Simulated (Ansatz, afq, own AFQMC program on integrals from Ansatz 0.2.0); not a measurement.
# Atomization energy of BHO, singlet

```xyz
3

B     0.0000    0.0000    0.0084
O     0.0000    0.0000   -1.1895
H     0.0000    0.0000    1.1811
```

Connectivity, by distances: BH–O.

Atoms in their ground-state spins without spin–orbit coupling (mostly on UHF) minus the molecule (RHF), without zero-point energy. The geometry is a stationary point, not shown to be a minimum.

Basis cc-pVQZ. Noble-gas cores (and the filled d shells of Ga–Kr and In–Xe) are frozen. AFQMC by an in-house program on the Cholesky factors that Ansatz 0.2.0 writes for its CCSD(T) run. The CISD trial takes its coefficients from CCSD amplitudes. Released means that phaseless walkers are propagated on without the constraint, phases kept. Free projection: walkers drawn from exp(T), propagated without any constraint. Its projection time is finite, and what remains of the start isn't in its error. ± is one standard error of the sampling. The errors of all members are added in quadrature.

No full CI on the walks' own integrals is used here. The released AFQMC energy serves as the reference, which it does only where one determinant dominates, the energy is flat over the last release times and near the phaseless one (40 meV or 2 meV an electron, half that with transition metals). On small molecules, where full CI could be run and the noise was under 10 meV, such values lay within 10 meV of it in 19 cases of 20, a flattering rate, since the rule was set on those same cases; what remains of the bias isn't in the error bar. Each member takes its own surest rung, up to full CI.

Errors are counted within cc-pVQZ, not against nature.

Cautions: BHO (singlet): the released value is read at 2.40 1/Eh (meV from the phaseless value at times in 1/Eh: 0 ± 4 at 0.24, -8 ± 3 at 0.51, -11 ± 6 at 0.99, -5 ± 5 at 1.62, -6 ± 6 at 2.40).

Reference (AFQMC with the constraint released): 13.310 ± 0.006 eV.

```json
{"level": "HF", "atomization energy (eV)": "9.849", "error against released AFQMC (eV)": "-3.461 ± 0.006"}
{"level": "MP2", "atomization energy (eV)": "13.944", "error against released AFQMC (eV)": "0.634 ± 0.006"}
{"level": "CCSD", "atomization energy (eV)": "13.011", "error against released AFQMC (eV)": "-0.299 ± 0.006"}
{"level": "CCSD(T)", "atomization energy (eV)": "13.306", "error against released AFQMC (eV)": "-0.004 ± 0.006"}
{"level": "ph-AFQMC/HF", "atomization energy (eV)": "13.633 ± 0.037", "error against released AFQMC (eV)": "0.323 ± 0.037"}
{"level": "ph-AFQMC/CISD", "atomization energy (eV)": "13.314 ± 0.006", "error against released AFQMC (eV)": "0.004 ± 0.009"}
{"level": "free AFQMC", "atomization energy (eV)": "13.288 ± 0.010", "error against released AFQMC (eV)": "-0.022 ± 0.012"}
```

Correlation beyond CCSD(T) changes it by less than twice the noise. The perturbative (T) step is worth +0.295 eV.

Free projections are given only where their last times agree within the noise and don't stop above the reference; a slow remainder of the start can still hide under it. A walk keeps the symmetry of its determinant, which the program's search chose and which needn't be the lowest solution, so a lower state of the same spin and another symmetry isn't excluded. Released energies are given only where the last usable release times agree within the noise; a slower fall can still hide under it.
